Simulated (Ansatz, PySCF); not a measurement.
Molecule: SiF$_{3}$, net charge 0, doublet state. It need not be the lowest isomer of its formula. 
Geometry from a B3LYP-D3(BJ)/def2-TZVP (Ansatz, a quantum-chemistry and plane-wave program) optimisation:
```
Si
F 1 1.5883
F 1 1.5883 2 107.92
F 1 1.5883 2 107.92 3 -116.39
```
Charge 0, spin multiplicity 2.

Dipole moments at this geometry, in debye (magnitudes).

```json
[
 {"level": "HF/def2-TZVPD", "program": "PySCF", "dipole (D)": "1.46"},
 {"level": "SVWN5/def2-TZVPD", "program": "PySCF", "dipole (D)": "1.06"},
 {"level": "PBE/def2-TZVPD", "program": "Ansatz", "dipole (D)": "1.03"},
 {"level": "BP86/def2-TZVPD", "program": "PySCF", "dipole (D)": "1.04"},
 {"level": "TPSS/def2-TZVPD", "program": "PySCF", "dipole (D)": "1.04"},
 {"level": "M06-L/def2-TZVPD", "program": "PySCF", "dipole (D)": "1.09"},
 {"level": "B97M-V/def2-TZVPD", "program": "Ansatz", "dipole (D)": "1.14"},
 {"level": "BHLYP/def2-TZVPD", "program": "Ansatz", "dipole (D)": "1.35"},
 {"level": "M06-2X/def2-TZVPD", "program": "PySCF", "dipole (D)": "1.35"},
 {"level": "CAM-B3LYP/def2-TZVPD", "program": "Ansatz", "dipole (D)": "1.25"},
 {"level": "wB97M-V/def2-TZVPD", "program": "Ansatz", "dipole (D)": "1.22"},
 {"level": "wB97X-V/def2-TZVPD", "program": "Ansatz", "dipole (D)": "1.15"},
 {"level": "CCSD(T)/aug-cc-pV(D+d)Z", "program": "Ansatz", "dipole (D)": "1.25"}
]
```
